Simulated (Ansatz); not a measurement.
# CHAlN (quartet): wave-function methods side by side, cc-pVDZ

Aim: climb from Hartree-Fock through coupled cluster for CHAlN (quartet) at one geometry and basis, and see what each rung misses.

Method: cc-pVDZ, core rule «outside noble gas», up to 7 orbitals frozen; program: Ansatz 0.2.0, Gaussian basis.

Plan: UHF; CCSD(T) on ROHF; CCSD(T) on UHF; BCCD(T) on ROHF; CISD; CCSDT(Q) on ROHF; CCSDT(Q) on UHF.

19 further runs of the same task are left out: 9 that didn't finish, 10 set aside as unsound or not needed.

## Step 1: The geometry

The geometry is a PBE0/def2-TZVP stationary point (not a proven minimum) of the parent state, kept for this charge and spin.

4 atoms, charge 0, spin multiplicity 4.

Atoms are counted from 1 here; the program's logs count them from 0.

Bond lengths: Al1–N2 1.833 Å, N2–C3 1.207 Å, C3–H4 1.103 Å. Angles: Al1–N2–C3 173.8°, N2–C3–H4 130.3°.

Coordinates:

```xyz
4

Al    0.0000   -0.1140    2.1755
N     0.0001   -0.1231    0.3423
C     0.0000   -0.2593   -0.8572
H     0.0000    0.4963   -1.6606
```

## Step 2: UHF

in.yaml reads:

```yaml
crystal:
  periodic: [false, false, false]
  atoms:
    - {symbol: Al, position_ang: [-0.000006, -0.113958, 2.175529]}
    - {symbol: N, position_ang: [0.000059, -0.123062, 0.342317]}
    - {symbol: C, position_ang: [-0.000023, -0.259290, -0.857208]}
    - {symbol: H, position_ang: [-0.000030, 0.496310, -1.660638]}
basis:
  gaussian: {orbitals: cc-pVDZ}
magnetization: {spin_polarized: true, initial_magnetization: 3}
hamiltonian: {xc: hf}
output: {orbitals: {seedname: orbitals}}
```

The run is started by

```bash
$ ansatz run in.yaml --threads 1 --pin off --events-out ev --progress --plain --max-ram 2393MiB
```

Further steps of the session: CCSD(T) on ROHF; CCSD(T) on UHF; BCCD(T) on ROHF; CISD; CCSDT(Q) on ROHF; CCSDT(Q) on UHF.

Before running them: what should the planned runs give, taken together? Wanted: UCCSDT(Q) below the RHF energy; RMP2 from UCCSDT(Q); UMP2 from UCCSDT(Q); RCCSD from UCCSDT(Q); RCCSD(T) from UCCSDT(Q); UCCSD(T) from UCCSDT(Q); RCCSDT(Q) from UCCSDT(Q); T1 diagnostic.

The runs gave:

```
                         quantity            value
   UCCSDT(Q) below the RHF energy       -9.4025 eV
              RMP2 from UCCSDT(Q)  +24.37 kcal/mol
              UMP2 from UCCSDT(Q)  +28.03 kcal/mol
             RCCSD from UCCSDT(Q)  +11.64 kcal/mol
          RCCSD(T) from UCCSDT(Q)   +2.10 kcal/mol
          UCCSD(T) from UCCSDT(Q)   +2.13 kcal/mol
         RCCSDT(Q) from UCCSDT(Q)   +0.10 kcal/mol
levels within 1 kcal/mol (43 meV)        RCCSDT(Q)
                    T1 diagnostic            0.062
```

RCCSD(T) lands +2.10 kcal/mol from the yardstick (1.0 % of the correlation energy). These misses are within one basis, not against nature; the frozen cores of restricted and unrestricted runs differ, which can shift their rows.
